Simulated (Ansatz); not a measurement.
Basis-set extrapolation for CH₃BO, SMILES `BC=O` (PBE0-D4/def2-TZVP geometry, frozen core, Ansatz 0.2.0). Multiplicity 1, RHF reference.

|  | def2-TZVPP | def2-QZVPP |
| --- | --- | --- |
| HF | -139.161780 | -139.168283 |
| MP2 correlation | -0.490555 | -0.525487 |
| CCSD(T) correlation | -0.532888 | not run |

Energies in hartree. Use E(X) = E(∞) + A·exp(−7.88·√X) for Hartree–Fock and E(X) = E(∞) + B·X^(−2.97) for correlation, with X = 3 and 4, and add CCSD(T) minus MP2 of the smaller set to the MP2 limit.

Task: What is the CCSD(T) energy at the basis-set limit?

Result: HF limit: -139.168283 + (-0.006503) × 0.13774 = -139.16918. MP2 limit: -0.525487 + (-0.034932) × 0.74074 = -0.55136. Higher-order term: -0.532888 − (-0.490555) = -0.04233. Total: -139.76287 hartree, 179.1 kJ/mol below CCSD(T)/def2-TZVPP.
